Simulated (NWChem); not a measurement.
## Worked example: vertical ionisation energy of C2H6S2 (SMILES CSSC)

C2H6S2 has 10 atoms, charge 0, and is taken as a singlet. As SMILES, `CSSC`. Geometry: relaxed at PBE0-D4/def2-TZVP. This is one conformer, not always the lowest.

Both states at this one shape; open shells run unrestricted unless said. 1 Eh = 27.2114 eV.

```tsv
level	program	singlet C2H6S2 (Eh)	doublet [C2H6S2]+ (Eh)
B3LYP/DGauss-DZVP	NWChem	-876.157136	-875.830856
B3LYP/6-31G* (spherical functions)	NWChem	-876.198510	-875.876033
PBE0/cc-pVDZ	NWChem	-875.836167	-875.513042
CAM-B3LYP/cc-pVDZ	NWChem	-876.172252	-875.846406
```

Question: Work out the vertical ionisation energy at each level.

Answer: 
1. B3LYP/DGauss-DZVP: -875.830856 − (-876.157136) = 0.326280 Eh = 8.88 eV.
2. B3LYP/6-31G* (spherical functions): -875.876033 − (-876.198510) = 0.322477 Eh = 8.78 eV.
3. PBE0/cc-pVDZ: -875.513042 − (-875.836167) = 0.323125 Eh = 8.79 eV.
4. CAM-B3LYP/cc-pVDZ: -875.846406 − (-876.172252) = 0.325846 Eh = 8.87 eV.

No measured value is set beside it here; the levels span 8.78 to 8.88 eV.
